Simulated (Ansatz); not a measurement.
C2H4S2 (`C=C(S)S`), relaxed with RKS PBE-D4/def2-SVP in the Gaussian-basis code of Ansatz from a rough embedded geometry. The force threshold is 0.03 eV/Å; the program also tests the step.

Total charge 0; spin multiplicity 1.

Start:

```xyz
8

C    -0.322    0.014   -1.076
C    -0.011   -0.204    0.161
S     0.662    1.057    1.086
S    -0.222   -1.676    0.905
H    -0.219    0.928   -1.637
H    -0.793   -0.823   -1.722
H     0.665    2.084    0.180
H     0.241   -1.380    2.104
```

(1) By how much does the energy fall, and how many steps does the optimiser take? (Best estimate.)

(2) Which bonds change most? (Best estimate.)

(3) Give the relaxed structure. (Estimate.)

Answers

(1) Computed: 0.62 eV, in 10 steps, 1 of them rejected.

(2) Ansatz gave: C2–S4 from 1.663 to 1.781 Å; C2–S3 from 1.704 to 1.778 Å; C1–C2 from 1.294 to 1.353 Å; C1–H6 from 1.157 to 1.100 Å.

(3) The calculation gave: 
```xyz
8

C    -0.377   -0.018   -1.155
C     0.124   -0.177    0.092
S     0.973    1.058    1.048
S     0.107   -1.772    0.884
H    -0.232    0.917   -1.715
H    -0.938   -0.833   -1.634
H     0.524    2.137    0.343
H    -0.180   -1.311    2.137
```
